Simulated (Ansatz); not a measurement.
`F[C@@H]1C=C[C@H]1F`, charge 0, multiplicity 1.

Q: Give a relaxed structure at PBE0-D4/def2-TZVP (the Gaussian-basis code of Ansatz). (Best estimate.)

A: The calculation gave: 
Cartesian coordinates in Å:
```
F -1.259 -1.682 0.138
C -0.128 -0.908 0.240
C -0.221 0.325 1.091
C 0.185 1.139 0.114
C 0.148 0.065 -0.934
F 1.303 -0.151 -1.647
H 0.720 -1.565 0.449
H -0.507 0.469 2.125
H 0.442 2.189 0.062
H -0.685 0.119 -1.639
```
Point group C2.
This is one stationary point; other conformers may exist.
